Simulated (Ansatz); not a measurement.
**H2Si–AsH2⁺, triplet: reading a ladder of total energies**

Geometry: that of the H2Si–AsH2, doublet, kept fixed. The singlet lies 1.9 eV lower here.

```xyz
6

Si   -0.1246    0.0000    1.6820
As    0.0578    0.0000   -0.6674
H     0.5618   -1.2100    2.2225
H     0.5618    1.2100    2.2225
H    -0.9728   -1.1040   -0.8506
H    -0.9728    1.1040   -0.8506
```

Basis cc-pVTZ; Ansatz 0.2.0. Correlated methods freeze the noble-gas cores and the filled d shells of p-block atoms, which leaves 12 electrons in 114 orbitals. R marks a restricted (for open shells ROHF) determinant, U an unrestricted one. No spin–orbit coupling is included, and no scalar relativity.

Full CI isn't at hand for all of this; UCCSDT(Q) serves as the reference, and is uncertain by about the last step of the cluster series.

Runs differ by some tens of microhartree through their thresholds and, for an open shell, their frozen cores, so steps under 0.03 kcal/mol mean nothing.

| level | total energy (hartree) |
| --- | --- |
| UHF | -2525.155233 |
| UMP2 | -2525.370983 |
| UCCSD | -2525.413596 |
| UCCSD(T) | -2525.422470 |
| UCCSDT | -2525.424053 |
| UCCSDT(Q) | -2525.424410 |

Task: What is the correlation energy at UCCSDT(Q), and what share of it do UMP2 and UCCSD(T) recover?

Result: E(corr) = -2525.424410 − (-2525.155233) = -0.269177 hartree = -7.325 eV. UMP2: -0.215750 / -0.269177 = 80.15 %. UCCSD(T): -0.267237 / -0.269177 = 99.28 %.

Task: By how many kcal/mol does UCCSD(T) miss UCCSDT(Q) (1 hartree = 627.509 kcal/mol), and which steps make up the rest?

Result: -2525.422470 − (-2525.424410) = 0.001940 hartree = 1.22 kcal/mol. Steps: UCCSDT − UCCSD(T) = -0.99, UCCSDT(Q) − UCCSDT = -0.22 kcal/mol. Differences between like states or geometries often cancel part of this.
